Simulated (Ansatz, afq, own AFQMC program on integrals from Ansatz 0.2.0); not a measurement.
# AlNH₂, triplet in cc-pVDZ along one coordinate

```yaml
atoms:
  - { symbol: Al, position_ang: [0.0000, -0.0849, 0.6205] }
  - { symbol: N, position_ang: [0.0000, 0.0356, -1.1435] }
  - { symbol: H, position_ang: [0.0000, 1.3500, 1.3538] }
  - { symbol: H, position_ang: [0.0000, 0.4271, -2.0731] }
```

One side is turned about Al1–N2. Energies in mEh count from this geometry (0.000 °) at the same level; the start stands on UHF, each point on the determinant named.

Basis cc-pVDZ. Noble-gas cores (and the filled d shells of Ga–Kr and In–Xe) are frozen. Integrals, coupled cluster, full CI and functionals: Ansatz 0.2.0; the random walks run on the same integrals in our own AFQMC program. The CISD trial takes its coefficients from CCSD amplitudes. Released means that phaseless walkers are propagated on without the constraint, phases kept. Error bars are statistical, one sigma.

Cautions, each for one point or more: lower spins were not checked.

| twist about Al1–N2 / ° | det. | T1 | weight | ⟨S²⟩ | B3LYP | r2SCAN | CCSD(T) |
| --- | --- | --- | --- | --- | --- | --- | --- |
| 17.000 | UHF | 0.021 | 0.90 | 2.02 | 0.0 | 0.0 | 0.0 |
| 42.700 | UHF | 0.021 | 0.90 | 2.02 | 0.1 | 0.2 | 0.1 |
| 73.600 | UHF | 0.021 | 0.90 | 2.02 | 0.6 | 0.7 | 0.5 |
| 120.000 | UHF | 0.020 | 0.90 | 2.02 | 2.2 | 2.6 | 2.1 |
| 180.000 | UHF | 0.019 | 0.90 | 2.01 | 5.8 | 5.9 | 4.9 |

Estimate the curve of CCSDT(Q), counted from the same start.


```json
{"twist about Al1–N2 / °": "17.000", "det.": "UHF", "T1": "0.021", "weight": "0.90", "⟨S²⟩": "2.02", "CCSDT(Q)": "0.0", "ph-AFQMC/CISD": "0.2 ± 0.5", "released AFQMC": "0.0 ± 0.9"}
{"twist about Al1–N2 / °": "42.700", "det.": "UHF", "T1": "0.021", "weight": "0.90", "⟨S²⟩": "2.02", "CCSDT(Q)": "0.1", "ph-AFQMC/CISD": "1.0 ± 0.5", "released AFQMC": "0.3 ± 0.8"}
{"twist about Al1–N2 / °": "73.600", "det.": "UHF", "T1": "0.021", "weight": "0.90", "⟨S²⟩": "2.02", "CCSDT(Q)": "0.5", "ph-AFQMC/CISD": "0.7 ± 0.6", "released AFQMC": "1.1 ± 0.7"}
{"twist about Al1–N2 / °": "120.000", "det.": "UHF", "T1": "0.020", "weight": "0.90", "⟨S²⟩": "2.02", "CCSDT(Q)": "2.2", "ph-AFQMC/CISD": "3.1 ± 0.4", "released AFQMC": "–"}
{"twist about Al1–N2 / °": "180.000", "det.": "UHF", "T1": "0.019", "weight": "0.90", "⟨S²⟩": "2.01", "CCSDT(Q)": "4.9", "ph-AFQMC/CISD": "5.2 ± 0.6", "released AFQMC": "–"}
```

Weight is that of the determinant in the CISD state; at the start T1 is 0.021 and the weight 0.90, and ⟨S²⟩ is 2.02. Symmetry can't show for every point that it stays on the start's state. A dash marks a missing value, a released energy that hasn't settled or a functional that sits on another state. Largest departures from CCSDT(Q), at the points where its series has closed: CCSD(T) 0.1 mEh at 180.000 (on UHF), ph-AFQMC/CISD 0.9 mEh at 120.000 (on UHF), released AFQMC 0.6 mEh at 73.600 (on UHF) (within the noise). The functionals aren't scored here. In this small basis the wave-function levels are far from their limit, so their gap to the functionals isn't the functionals' error.

A walk keeps the symmetry of its determinant, which the program's search chose and which needn't be the lowest solution, so a lower state of the same spin and another symmetry isn't excluded. Released energies are given only where the last usable release times agree within the noise; a slower fall can still hide under it.
